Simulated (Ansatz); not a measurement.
# AlMgH2 (quartet): PBE, r2SCAN, PBE0 over a scan of the scale of all distances, 6-31G

Aim: run AlMgH2 (quartet) with these functionals over a scan of the scale of all distances, and hold them against the top wave-function level at the same points.

Method: 6-31G, all electrons in the functionals; program: Ansatz 0.2.0, Gaussian basis.

To be run: PBE, r2SCAN, PBE0, at 0.867; 1.000; 1.127; 1.303; 1.513; 1.766; 1.971; 2.421.

16 further runs of the same task are left out: 15 that didn't finish, 1 set aside as unsound or not needed. Runs told in other sessions of the task aren't counted.

## Step 1: What is computed

The geometry derives from a PBE0/def2-TZVP stationary point (not a proven minimum). All distances are scaled together.

4 atoms, charge 0, spin multiplicity 4.

Atoms are counted from 1 here; the program's logs count them from 0.

Bond lengths: Al1–H3 1.585 Å, Al1–H4 1.685 Å, Mg2–H4 1.892 Å. Angles: H3–Al1–H4 120.6°, Al1–H4–Mg2 97.5°.

No dispersion term is added.

The geometry shown and the zero of energy belong to the point 1.000. The yardstick, FCI, and other wave-function levels (R restricted, U unrestricted, valence and pair active spaces) come from earlier runs.

## Step 2: PBE, 0.867

File in.yaml:

```yaml
crystal:
  periodic: [false, false, false]
  atoms:
    - {symbol: Al, position_ang: [0.000000, 0.048716, 1.058553]}
    - {symbol: Mg, position_ang: [0.000000, -0.001226, -1.275659]}
    - {symbol: H, position_ang: [0.000000, -0.283701, 2.392116]}
    - {symbol: H, position_ang: [0.000000, -0.990806, 0.032136]}
basis:
  gaussian: {orbitals: 6-31G}
magnetization: {spin_polarized: true, initial_magnetization: 3}
hamiltonian: {xc: {name: PBE}}
output: {orbitals: {seedname: orbitals}}
```

The run is started by

```bash
ansatz run in.yaml --threads 1 --pin off --events-out ev --progress --plain --max-ram 2393MiB
```

The runs that follow: PBE, 1.000; PBE, 1.127; PBE, 1.303; PBE, 1.513; PBE, 1.766; PBE, 1.971; PBE, 2.421; r2SCAN, 0.867; r2SCAN, 1.000; r2SCAN, 1.127; r2SCAN, 1.303; r2SCAN, 1.513; r2SCAN, 1.766; r2SCAN, 1.971; r2SCAN, 2.421; PBE0, 0.867; PBE0, 1.000; PBE0, 1.127; PBE0, 1.303; PBE0, 1.513; PBE0, 1.766; PBE0, 1.971; PBE0, 2.421.

Q: Predict the results of all the runs planned. Wanted: span of the FCI curve; largest miss, PBE; largest miss, r2SCAN; largest miss, PBE0; largest miss, RCCSD(T); largest miss, UCCSD(T).

As calculated:

| quantity | value |
| --- | --- |
| span of the FCI curve | 63.8 kcal/mol |
| largest miss, PBE | +29.3 kcal/mol (2.421) |
| largest miss, r2SCAN | +41.1 kcal/mol (2.421) |
| largest miss, PBE0 | +28.7 kcal/mol (2.421) |
| largest miss, RCCSD(T) | +0.9 kcal/mol (1.303) |
| largest miss, UCCSD(T) | +0.8 kcal/mol (1.303) |

Of the functionals, PBE0 keep the smallest largest miss at the points compared (at most 28.7 kcal/mol) and r2SCAN strays most (41.1 kcal/mol, at 2.421). Functionals and the yardstick converge differently with the basis, so part of each miss in 6-31G is the basis.
